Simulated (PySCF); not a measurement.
**Gas-phase XPS of `[H]/N=C\[C@@H]1CN1`, computed**

Compound: C3H6N2.
Z-matrix (Å and degrees, PBE0-D3(BJ)/def2-SVP geometry), rows numbered from 1:
```
N 
C   1  1.2652
C   2  1.4941  1  125.09
C   3  1.4899  2  120.51  1    66.79
N   4  1.4468  3   59.13  2  -102.65
H   1  1.0323  2  107.51  3     2.05
H   2  1.1038  1  119.06  3   178.86
H   3  1.0975  2  115.54  1  -145.42
H   4  1.0956  3  118.94  5   103.77
H   4  1.0960  3  117.83  5  -109.52
H   5  1.0175  3  111.75  4   104.41
```

Computed with PySCF, delta-SCF UKS SCAN, pcX-2 on the ionised atom, pcseg-1 elsewhere, spin-free X2C. These are vertical core ionisation energies against the vacuum level, from separate self-consistent calculations with and without the core hole.

Question: Give the core binding energies atom by atom.

Answer: 
```csv
atom(s),environment,level,binding energy (eV),above the level's lowest (eV),count
N1,imine nitrogen,N 1s,404.29,0.00,1
C2,imine carbon,C 1s,291.90,0.00,1
C3,sp3 carbon bound to nitrogen,C 1s,291.95,+0.05,1
C4,sp3 carbon bound to nitrogen,C 1s,291.93,+0.03,1
N5,secondary amine nitrogen,N 1s,405.60,+1.31,1
```

The 3 C 1s values lie within 0.05 eV of each other; Gaussian lines of 0.5 eV full width would blend them into one maximum.

The listed N 1s values span 1.31 eV, from N1 (bonded to C (double bond) and H) to N5 (bonded to 2 C and H). Summing the Pauling electronegativity differences to the bonded atoms, each weighted by its formal bond order, gives -1.82 for the lowest site and -1.82 for the highest; the sum is the same at every site.

Question: Which effective nuclear charge Zeff reproduces each element's mean 1s value in the hydrogen-like formula E = 13.606 eV × Zeff²?

Answer: C (Z = 6): mean 291.9 eV, Zeff = 4.63, Z − Zeff = 1.37; N (Z = 7): mean 404.9 eV, Zeff = 5.46, Z − Zeff = 1.54. Means run over the listed sites, weighted by atom count.

The unrestricted hole states depart most from a pure doublet (⟨S²⟩ = 0.75; over 0.85 named) for C 1s of C2 (0.85), which makes this value less certain. The structure is a single PBE0-D3(BJ)/def2-SVP conformer in the gas phase; no vibrational or solvent corrections.
